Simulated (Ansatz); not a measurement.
# The oxygen atom (triplet): wave-function methods side by side, def2-SVPD

Aim: climb from Hartree-Fock through coupled cluster and multireference methods for the oxygen atom (triplet) at one geometry and basis, and see what each rung misses.

The runs use Ansatz 0.2.0, Gaussian basis; def2-SVPD, core rule «outside noble gas», up to 1 orbitals frozen.

Plan: UHF; CCSD(T) on ROHF; CCSD(T) on UHF; BCCD(T) on ROHF; CISD; CCSDT(Q) on ROHF; CCSDT(Q) on UHF; CISDTQ; CCSDTQ on ROHF; CASSCF and MRCISD+Q, 6 electrons in 4 orbitals; CASSCF and MRCISD+Q(relaxed), 6 electrons in 4 orbitals; CASSCF and NEVPT4(SD), 6 electrons in 4 orbitals; CASSCF and NEVPT2, 6 electrons in 4 orbitals.

## Step 1: The atom

A free atom, in its lowest state of this spin that the program finds.

1 atom, charge 0, spin multiplicity 3.

## Step 2: UHF

The input, in.yaml:

```yaml
crystal:
  periodic: [false, false, false]
  atoms:
    - {symbol: O, position_ang: [0.000000, 0.000000, 0.000000]}
basis:
  gaussian: {orbitals: def2-SVPD}
magnetization: {spin_polarized: true, initial_magnetization: 2}
hamiltonian: {xc: hf}
output: {orbitals: {seedname: orbitals}}
```

Command:

```console
> ansatz run in.yaml --threads 1 --pin off --events-out ev --progress --plain --max-ram 2393MiB
```

The runs that follow: CCSD(T) on ROHF; CCSD(T) on UHF; BCCD(T) on ROHF; CISD; CCSDT(Q) on ROHF; CCSDT(Q) on UHF; CISDTQ; CCSDTQ on ROHF; CASSCF and MRCISD+Q, 6 electrons in 4 orbitals; CASSCF and MRCISD+Q(relaxed), 6 electrons in 4 orbitals; CASSCF and NEVPT4(SD), 6 electrons in 4 orbitals; CASSCF and NEVPT2, 6 electrons in 4 orbitals.

**Question.** What will the summary of the whole plan be? Wanted: RCCSDTQ below the RHF energy; RMP2 from RCCSDTQ; UMP2 from RCCSDTQ; RCCSD from RCCSDTQ; RCCSD(T) from RCCSDTQ; UCCSD(T) from RCCSDTQ; RCCSDT(Q) from RCCSDTQ; UCCSDT(Q) from RCCSDTQ; NEVPT2 valence from RCCSDTQ.

The runs gave:

| quantity | value |
| --- | --- |
| RCCSDTQ below the RHF energy | -3.5764 eV |
| RMP2 from RCCSDTQ | +11.72 kcal/mol |
| UMP2 from RCCSDTQ | +11.52 kcal/mol |
| RCCSD from RCCSDTQ | +1.22 kcal/mol |
| RCCSD(T) from RCCSDTQ | +0.20 kcal/mol |
| UCCSD(T) from RCCSDTQ | +0.16 kcal/mol |
| RCCSDT(Q) from RCCSDTQ | +0.01 kcal/mol |
| UCCSDT(Q) from RCCSDTQ | -0.03 kcal/mol |
| NEVPT2 valence from RCCSDTQ | +17.43 kcal/mol |
| NEVPT4(SD) valence from RCCSDTQ | +1.36 kcal/mol |
| MRCISD+Q valence from RCCSDTQ | -0.20 kcal/mol |
| levels within 1 kcal/mol (43 meV) | RCCSD(T), UCCSD(T), BCCD(T), RCCSDT, UCCSDT, CISDTQ, RCCSDT(Q), UCCSDT(Q), MRCISD+Q valence, MRCISD+Q(relaxed) valence |
| T1 diagnostic | 0.018 |
| effectively unpaired electrons | 2.00 |

RCCSD(T) lands +0.20 kcal/mol from the yardstick (0.2 % of the correlation energy). One determinant dominates. Of the multireference levels listed MRCISD+Q valence comes nearest in total energy (-0.20 kcal/mol), which doesn't show that its space is the better one. These misses are within one basis, not against nature; the frozen cores of restricted and unrestricted runs differ, which can shift their rows.
